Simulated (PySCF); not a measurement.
## Multinuclear NMR of furan

Bonds (- single, = double, # triple, : aromatic): C1:C2 1.417 Å, C2:C3 1.360 Å, C3:O4 1.343 Å, O4:C5 1.343 Å, C5:C1 1.360 Å. C1 carries H6; C2 carries H7; C3 carries H8; C5 carries H9.

Calculated, not measured (PySCF 2.14.0 with density-fitted response routines): PBE0/pcSseg-1 with gauge-including orbitals, spin–spin couplings from B3LYP/pcJ-1, coordinates at the GFN2-xTB level. Non-relativistic Hamiltonian, one conformer, isolated molecule, fast rotation and ring inversion assumed for equivalent nuclei.

Question: Predict the 17O NMR data.

Answer: 
```json
{"atoms": "O4", "environment": "aromatic ring oxygen", "σ (ppm)": "32.5", "δ (ppm)": "237.1"}
```

Shieldings were converted by a linear fit to measured shifts: 17O: δ = 266.70 − 0.911σ (rms 10.7 ppm, 155 shifts, 12.2 ppm with the 3 outliers that the fit left out vs liquid water, solution or neat liquid). A few per cent of atoms miss by over 2 rms, more outside the fitted compound classes. Couplings are scaled by factors fitted to measured values: 3J(H,H) × 0.92 (rms 0.5 Hz); all others are unscaled and can be 10–30 % off.

Couplings (the largest are listed; each averaged over equivalent pairs; quadrupolar broadening usually hides them): 1J(C3,O4) = 25.3 Hz, 2J(O4,H8) = -21.3 Hz, 3J(O4,H6) = -3.4 Hz.

On a 600 MHz spectrometer 17O resonates near 81.3 MHz, so 1 ppm is 81.3 Hz.
